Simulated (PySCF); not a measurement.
**Excitation energies in several basis sets**

Compound: 2-butenal, C4H6O.
SMILES: `C/C=C/C=O`

TDDFT with PBE0 (PySCF), vertical singlets, core orbitals frozen in the response, spherical d and f functions. Geometry: PBE0-D3(BJ)/def2-SVP, one conformer, isolated molecule.

Task: Compare 6-31G*, def2-SVP, 6-31+G*, aug-cc-pVDZ, def2-TZVP and def2-TZVPD for this molecule.

Result: 

| basis | functions | diffuse | S1 (eV) | S2 (eV) | S3 (eV) | S4 (eV) | S5 (eV) | LUMO (eV) | α (au) |
| --- | --- | --- | --- | --- | --- | --- | --- | --- | --- |
| 6-31G* | 82 | no | 3.76 | 6.26 | 7.25 | 7.51 | 8.16 | -1.28 | 46.6 |
| def2-SVP | 100 | no | 3.71 | 6.23 | 7.09 | 7.38 | 8.13 | -1.47 | 48.4 |
| 6-31+G* | 102 | yes | 3.80 | 6.11 | 6.81 | 6.96 | 7.16 | -1.60 | 53.7 |
| aug-cc-pVDZ | 169 | yes | 3.75 | 6.03 | 6.51 | 6.63 | 6.71 | -1.63 | 57.9 |
| def2-TZVP | 191 | no | 3.75 | 6.12 | 6.86 | 7.32 | 7.87 | -1.59 | 54.6 |
| def2-TZVPD | 242 | yes | 3.75 | 6.05 | 6.74 | 6.84 | 7.06 | -1.64 | 58.0 |

States are compared by their number. Against the largest diffuse basis here (def2-TZVPD, itself not a converged limit), sets without diffuse functions differ by up to 0.04 eV in S1 and 1.10 eV in S5; the smaller diffuse sets differ by up to 0.05 and 0.35 eV. State by state, the largest deviation of a set without diffuse functions is S1 0.04, S2 0.21, S3 0.52, S4 0.67, S5 1.10 eV. The same number needn't mean the same state in each row. Against def2-TZVPD the polarisability deviates by -20% in 6-31G*, -16% in def2-SVP, -7% in 6-31+G*, 0% in aug-cc-pVDZ, -6% in def2-TZVP. A single + in a Pople set puts diffuse functions on heavy atoms only.
